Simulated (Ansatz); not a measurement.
Relaxation of CH5AlO (8 atoms, charge 0, multiplicity 1), to a largest force component of 0.02 eV/Å in at most 40 steps.

Theory: Ansatz 0.2.0, RKS PBE/6-31G*.

```xyz
8
Properties=species:S:1:pos:R:3:forces:R:3
Al 0.000 0.000 0.000 1.04 0.05 0.17
C 0.000 0.000 1.970 -0.03 -0.11 -0.28
H -1.000 -0.309 2.341 0.23 0.12 0.06
H 0.768 -0.711 2.341 -0.14 0.25 0.13
H 0.232 1.020 2.341 -0.01 -0.25 0.13
O 1.542 0.000 -0.890 -0.35 -1.49 0.14
H 1.841 -0.952 -1.045 -0.20 1.38 0.09
H -1.351 0.000 -0.780 -0.53 0.04 -0.45
```

Problem. Where does it end, and by what steps?

Solution. It converged. The force dipped under the threshold on the way, but the program's further checks kept it going. After 19 steps the energy has fallen by 0.318 eV; O6 moved furthest, 0.64 Å.

```json
{"step": "0", "energy less start (eV)": "0.0000", "largest force component (eV/Å)": "1.486", "accepted": "yes"}
{"step": "1", "energy less start (eV)": "-0.0729", "largest force component (eV/Å)": "0.804", "accepted": "yes"}
{"step": "2", "energy less start (eV)": "-0.1003", "largest force component (eV/Å)": "0.327", "accepted": "yes"}
{"step": "3", "energy less start (eV)": "-0.1694", "largest force component (eV/Å)": "0.588", "accepted": "yes"}
{"step": "4", "energy less start (eV)": "-0.2709", "largest force component (eV/Å)": "0.375", "accepted": "yes"}
{"step": "5", "energy less start (eV)": "-0.3130", "largest force component (eV/Å)": "0.145", "accepted": "yes"}
{"step": "6", "energy less start (eV)": "-0.3158", "largest force component (eV/Å)": "0.071", "accepted": "yes"}
{"step": "7", "energy less start (eV)": "-0.3149", "largest force component (eV/Å)": "0.087", "accepted": "no"}
{"step": "8", "energy less start (eV)": "-0.3163", "largest force component (eV/Å)": "0.025", "accepted": "yes"}
{"step": "9", "energy less start (eV)": "-0.3165", "largest force component (eV/Å)": "0.005", "accepted": "yes"}
{"step": "10", "energy less start (eV)": "-0.3166", "largest force component (eV/Å)": "0.077", "accepted": "yes"}
{"step": "11", "energy less start (eV)": "-0.3168", "largest force component (eV/Å)": "0.041", "accepted": "yes"}
{"step": "12", "energy less start (eV)": "-0.3170", "largest force component (eV/Å)": "0.012", "accepted": "yes"}
{"step": "13", "energy less start (eV)": "-0.3172", "largest force component (eV/Å)": "0.015", "accepted": "yes"}
{"step": "14", "energy less start (eV)": "-0.3170", "largest force component (eV/Å)": "0.091", "accepted": "no"}
{"step": "15", "energy less start (eV)": "-0.3173", "largest force component (eV/Å)": "0.024", "accepted": "yes"}
{"step": "16", "energy less start (eV)": "-0.3174", "largest force component (eV/Å)": "0.030", "accepted": "yes"}
{"step": "17", "energy less start (eV)": "-0.3174", "largest force component (eV/Å)": "0.021", "accepted": "yes"}
{"step": "18", "energy less start (eV)": "-0.3169", "largest force component (eV/Å)": "0.070", "accepted": "no"}
{"step": "19", "energy less start (eV)": "-0.3175", "largest force component (eV/Å)": "0.007", "accepted": "yes"}
```

```xyz
8
Properties=species:S:1:pos:R:3
Al -0.067 0.001 -0.042
C 0.047 -0.029 1.924
H -0.777 -0.633 2.345
H 0.994 -0.431 2.322
H -0.077 0.993 2.328
O 1.220 -0.520 -1.080
H 2.044 -0.841 -0.671
H -1.353 0.508 -0.849
```

Whether the end is a true minimum wasn't checked by a vibrational analysis.

Run time: 33 s on 1 thread of Arm Neoverse V1, with other jobs on the host, peak memory 0.12 GiB.
